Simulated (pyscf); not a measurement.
H₃C–CH₂–CH₃ (SMILES CCC) + Cl• (SMILES [Cl]) → H₃C–CH₂–Cl (SMILES CCCl) + CH₃• (SMILES [CH3]), a substitution at C (doublet surface; C–C broken, C–Cl formed). Optimised with ωB97X-D3(BJ)/def2-SVP in PySCF. Energies in kcal/mol from the separated reactants.

Small-basis levels: PySCF, no dispersion term, spherical d functions. AM1 to PM7: differences of heats of formation from MOPAC. GFN2-xTB: tblite. Open shells are spin-unrestricted. 

```json
[
 {"level": "HF/STO-3G", "barrier": "75.1", "reaction energy": "+28.5"},
 {"level": "HF/3-21G", "barrier": "51.1", "reaction energy": "+23.7"},
 {"level": "B3LYP/LANL2DZ", "barrier": "36.0", "reaction energy": "+16.5"},
 {"level": "PBE/def2-SVP", "barrier": "[?]", "reaction energy": "+8.8"},
 {"level": "B3LYP/def2-SVP", "barrier": "[?]", "reaction energy": "+10.9"},
 {"level": "GFN2-xTB", "barrier": "37.9", "reaction energy": "+23.0"},
 {"level": "PM3", "barrier": "35.7", "reaction energy": "+1.0"},
 {"level": "ωB97M-D3(BJ)/def2-TZVP", "barrier": "[?]", "reaction energy": "+8.0"}
]
```

### Question
Fill in the missing entries.

### Answer

- PBE/def2-SVP, barrier: 29.4
- B3LYP/def2-SVP, barrier: 37.3
- ωB97M-D3(BJ)/def2-TZVP, barrier: 36.1

Against the last row the barrier runs from -6.7 (PBE/def2-SVP) to +39.0 kcal/mol (HF/STO-3G). ωB97M-D3(BJ)/def2-TZVP has limits of its own. The same reactants have a lower exit, to H₃C–CH•–CH₃ + HCl (highest point, the separated products, at -0.9 kcal/mol at ωB97M-D3(BJ), against +36.1 kcal/mol here). One saddle was located; it need not be the lowest between these sides. The angle at the attacked C is 160°. Left out: the spin-orbit lowering of Cl.
